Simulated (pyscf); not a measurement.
This saddle point was located with ωB97X-D3(BJ)/def2-SVP in PySCF.

```xyz
11

C      0.2720    -0.3308    -0.5873
C     -0.7979     0.4939    -0.2098
C     -1.2855     0.6251     1.1812
Br    -2.5660    -1.5279    -1.0408
H     -0.6503    -1.1243    -0.8511
H      0.7590    -0.1460    -1.5500
H      0.8738    -0.7932     0.2026
H     -1.2832     1.1034    -0.9798
H     -0.7372     1.4805     1.6230
H     -1.0536    -0.2718     1.7719
H     -2.3608     0.8346     1.2174
```
Charge 0, spin multiplicity 1.

Surface: singlet, charge 0. Lowest wavenumbers (cm⁻¹): 1297i, 131, 175, 266, 350.

### Question
What reaction is this the transition state of?

### Answer
H₃C–CH(CH₃)–Br ⇌ H₂C=CH–CH₃ + HBr, an elimination read from left to right: C–H, Br–C broken and Br–H formed. At ωB97M-D3(BJ)/def2-TZVP it lies +52.1 kcal/mol from the left side and +28.9 kcal/mol from the right (each side as separated species at their lowest minima found). On the product side the descent ends in a complex, 4.1 kcal/mol under the separated species and 32.2 kcal/mol under the saddle at ωB97X-D3(BJ)/def2-TZVP. At ωB97X-D3(BJ)/def2-TZVP the barrier from the zero used here is 55.3 kcal/mol. This is the saddle that the search found; another between the same sides may lie lower. Elements up to Kr have no core potential and no relativistic terms here.
